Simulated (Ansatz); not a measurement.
```yaml
crystal:
  periodic: [false, false, false]
  atoms:
    - {symbol: B, position_ang: [-0.461673, -1.606569, 0.081642]}
    - {symbol: C, position_ang: [0.275868, 1.223897, 0.017904]}
    - {symbol: H, position_ang: [0.573732, -3.047934, 1.489377]}
    - {symbol: H, position_ang: [-1.993737, -2.442794, -1.362281]}
    - {symbol: H, position_ang: [1.065518, 1.966056, 1.772831]}
    - {symbol: H, position_ang: [1.832088, 1.284881, -1.373240]}
    - {symbol: H, position_ang: [-1.176145, 2.493772, -0.712403]}
basis:
  gaussian: {orbitals: aug-pcseg-2}
hamiltonian: {xc: {name: B2PLYP}, pseudopotentials: {relativity: none}}
output: {forces: true}
```

```sh
$ ansatz run in.yaml --threads 2 --pin off --events-out ev --progress --plain --max-ram 32768MiB --backend cpu
```

Output, abridged:

```
Functional definition: B2PLYP
1174 factors; integrals over basis functions are off by at most 6.8e-4 eV
mean field evaluation 1: about -1765.0818 eV, gradient 1.4e1 eV
mean field evaluation 2: about -1765.0795 eV, gradient 1.4e1 eV
mean field evaluation 4: about -1766.4272 eV, gradient 4.2e0 eV
mean field evaluation 8: about -1766.5250 eV, gradient 5.1e-1 eV
mean field evaluation 16: about -1766.5278 eV, gradient 4.4e-4 eV
mean field -1766.52784854 eV, -64.9187010384 hartree, gradient 1.4e-6 eV, S^2 0.000000; 0 other end points of the search recorded, 0 dependent functions left out; unrestricted orbitals would lower it
2 core orbitals not correlated: weight in the atoms' cores, before any rotation towards them, 1.000 or more for the frozen orbitals, at most 0.000 for the correlated occupied ones
reference -1766.52810135 eV, -64.9187103287 hartree; 6, 6 occupied and 199, 199 virtual orbitals, 1174 factors
second order -15.09722142 eV of doubles, -0.00000000 eV of singles
Total energy: -1770.60435113 eV, -65.0685097453 hartree
Atom 0 at    -0.461673    -1.606569     0.081642 Å, force    -0.167866    -0.939786    -0.048336 eV/Å
Atom 1 at     0.275868     1.223897     0.017904 Å, force     0.871815     1.431975    -0.483297 eV/Å
Atom 2 at     0.573732    -3.047934     1.489377 Å, force    -1.024628     1.507812    -1.411002 eV/Å
Atom 3 at    -1.993737    -2.442794    -1.362281 Å, force     1.550232     0.900898     1.448874 eV/Å
Atom 4 at     1.065518     1.966056     1.772831 Å, force    -1.150113    -1.045240    -2.496221 eV/Å
Atom 5 at     1.832088     1.284881    -1.373240 Å, force    -2.143451    -0.053830     1.922639 eV/Å
Atom 6 at    -1.176145     2.493772    -0.712403 Å, force     2.064010    -1.801829     1.067344 eV/Å
Dipole moment:    -0.062732    -0.137444     0.027421 e Å
```

Task: What is wrong with this run?

Result: The coordinates are in bohr but typed as ångström. The run converged. The result belongs to that input, not to the molecule as meant.
